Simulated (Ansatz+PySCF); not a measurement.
The numbers below are computed, except where a source is named.
This PySCF input gave a total energy of -148.75853 hartree.

```python
from pyscf import gto, scf, mp

mol = gto.M(atom="""
O 0.000000 0.000000 -0.108490
H 0.000000 0.000000 0.867930
O 10.000000 0.000000 -0.108490
H 10.000000 0.000000 0.867930
""", basis='sto-3g', charge=0, spin=2)
mf = scf.UHF(mol)
mf.kernel()
pt = mp.MP2(mf, frozen=2).run()
print(mf.e_tot, pt.e_corr, pt.e_tot)
```

Write an input for Ansatz with the same method and basis set.

```yaml
crystal:
  periodic: [false, false, false]
  atoms:
    - { symbol: O, position_ang: [0.0, 0.0, -0.10849] }
    - { symbol: H, position_ang: [0.0, 0.0, 0.86793] }
    - { symbol: O, position_ang: [10.0, 0.0, -0.10849] }
    - { symbol: H, position_ang: [10.0, 0.0, 0.86793] }
basis:
  gaussian: { orbitals: STO-3G }
magnetization:
  spin_polarized: true
  initial_magnetization: 2
hamiltonian:
  xc: hf
correlation:
  method: mp2
  frozen_orbitals: { H: 0, O: 1 }
scf:
  omitted_lower_state_checks: [stability, starts, atomic_configurations, cluster_reference, orbital_swaps, given_window_search, neighbouring_geometries, increment]
```

Ansatz (development build ahead of 0.2.0) gave -148.75853 hartree, 0.03 meV from the first.
